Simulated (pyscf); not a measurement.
Structures and frequencies: ωB97X-D3(BJ)/def2-SVP in PySCF. MP2 and CC: frozen core, UHF for open shells. ΔMP2 is the change of the MP2 total energy from the triple- to the quadruple-zeta basis.

**Question.** For the elementary gas-phase step `[CH2]=[CH2]` + `[NH2]` [doublet] → `[CH]=[CH2]` [doublet] + `[NH3]` (doublet surface; C–H broken, H–N formed), what barrier and reaction energy does CCSD(T)/def2-TZVPP + ΔMP2(QZVPP) give, measured from the separated reactants?

**Answer.** ΔE‡ = 15.6 kcal/mol, ΔE = +3.5 kcal/mol. Zero-point energy shifts the barrier by -0.6 kcal/mol. It is a hydrogen abstraction, with an imaginary mode of 1729i cm⁻¹. One saddle was located; it need not be the lowest between these sides. The angle at the transferred H is 161°. The CCSD(T) − MP2 part came from Ansatz, without density fitting, on the same reference. A UHF reference is spin-contaminated (<S²> up to 0.96), which harms MP2 most.
